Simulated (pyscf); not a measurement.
Structures and frequencies: ωB97X-D3(BJ)/def2-SVP in PySCF.

Task: For the elementary gas-phase step `[H][H]` + `[CH3][O]` [doublet] -> `[CH3][OH]` + `[H]` [doublet] (doublet surface; H–H broken, H–O formed), what barrier and reaction energy does ωB97M-D3(BJ)/def2-TZVP give, measured from the separated reactants?

Result: ΔE‡ = 0.49 eV, ΔE = -0.04 eV. Zero-point energy shifts the barrier by +0.05 eV. It is a hydrogen abstraction, with an imaginary mode of 1596i cm⁻¹. H₃C–O• lies 0.30 eV over its isomer •H₂C–OH (electronic energy, ωB97M-D3(BJ)/def2-TZVP). One saddle was located; it need not be the lowest between these sides. The angle at the transferred H is 166°.
